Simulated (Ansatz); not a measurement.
**C3H10Si: basis-set convergence**

The task here is to estimate one member of a computed series from the others.

Method: one geometry, several basis sets; program: Ansatz 0.2.0, Gaussian basis.

The runs, in order: PBE0-D4/def2-SVP; ωB97M-V/def2-SVP; PBE0-D4/def2-QZVPP; ωB97M-V/def2-QZVPP; the functionals' def2-TZVPP values are taken from earlier runs.

## The geometry

An earlier PBE0-D4 in a triple-zeta def2 set relaxation fixed the geometry.

SMILES `CC[SiH2]C`, 14 atoms, charge 0, spin multiplicity 1.

Atoms are counted from 1 here; the program's logs count them from 0.

Bond lengths: C1–C2 1.526 Å, C1–H5 1.093 Å, C1–H6 1.093 Å, C1–H7 1.093 Å, C2–Si3 1.878 Å, C2–H8 1.096 Å, C2–H9 1.095 Å, Si3–C4 1.873 Å, Si3–H10 1.493 Å, Si3–H11 1.492 Å, C4–H12 1.093 Å, C4–H13 1.092 Å, C4–H14 1.093 Å. Angles: C2–C1–H5 111.6°, C2–C1–H6 111.7°, C2–C1–H7 111.4°, H5–C1–H6 107.3°, H5–C1–H7 107.3°, H6–C1–H7 107.4°, C1–C2–Si3 113.9°, C1–C2–H8 110.3°, C1–C2–H9 110.3°, Si3–C2–H8 108.2°, Si3–C2–H9 107.9°, H8–C2–H9 105.8°, C2–Si3–C4 111.8°, C2–Si3–H10 109.1°, C2–Si3–H11 109.4°, C4–Si3–H10 109.3°, C4–Si3–H11 109.5°, H10–Si3–H11 107.6° and more.

Set-up of the first run:

Input file in.yaml:

```yaml
crystal:
  periodic: [false, false, false]
  atoms:
    - {symbol: C, position_ang: [-1.083164, 1.456780, -0.037112]}
    - {symbol: C, position_ang: [-0.325454, 0.640037, 1.005829]}
    - {symbol: Si, position_ang: [1.058203, -0.410032, 0.291109]}
    - {symbol: C, position_ang: [0.417566, -1.645520, -0.962146]}
    - {symbol: H, position_ang: [-1.565828, 0.813730, -0.777724]}
    - {symbol: H, position_ang: [-1.865044, 2.069581, 0.418996]}
    - {symbol: H, position_ang: [-0.413531, 2.130226, -0.579023]}
    - {symbol: H, position_ang: [-1.013428, -0.020545, 1.545880]}
    - {symbol: H, position_ang: [0.110133, 1.301257, 1.762904]}
    - {symbol: H, position_ang: [2.059218, 0.482509, -0.364258]}
    - {symbol: H, position_ang: [1.752926, -1.133901, 1.394897]}
    - {symbol: H, position_ang: [-0.315321, -2.317191, -0.507819]}
    - {symbol: H, position_ang: [1.232528, -2.255566, -1.358383]}
    - {symbol: H, position_ang: [-0.061803, -1.140666, -1.804253]}
basis:
  gaussian: {orbitals: def2-SVP}
hamiltonian: {xc: pbe0, dispersion: d4}
output: {orbitals: {seedname: orbitals}}
```

The run is started by

```console
> ansatz run in.yaml --threads 4 --pin off --events-out ev --progress --plain --max-ram 10444MiB
```

Steps of the session up to this table: PBE0-D4 in def2-SVP; ωB97M-V in def2-SVP; PBE0-D4 in def2-QZVPP; ωB97M-V in def2-QZVPP.

One table of the session follows, with a row left open; its other results are not shown here.

It belongs to the step «Functionals by basis». 

```
functional       basis  HOMO (eV)  LUMO (eV)
   PBE0-D4    def2-SVP      -8.24       1.49
   PBE0-D4  def2-TZVPP      -8.24       0.96
   PBE0-D4  def2-QZVPP          ?          ?
   ωB97M-V    def2-SVP     -10.46       3.15
   ωB97M-V  def2-TZVPP     -10.48       2.40
   ωB97M-V  def2-QZVPP     -10.48       1.71
```

Q: Estimate the row for PBE0-D4, def2-QZVPP from the others.

The run gave: HOMO (eV): -8.24; LUMO (eV): 0.56.
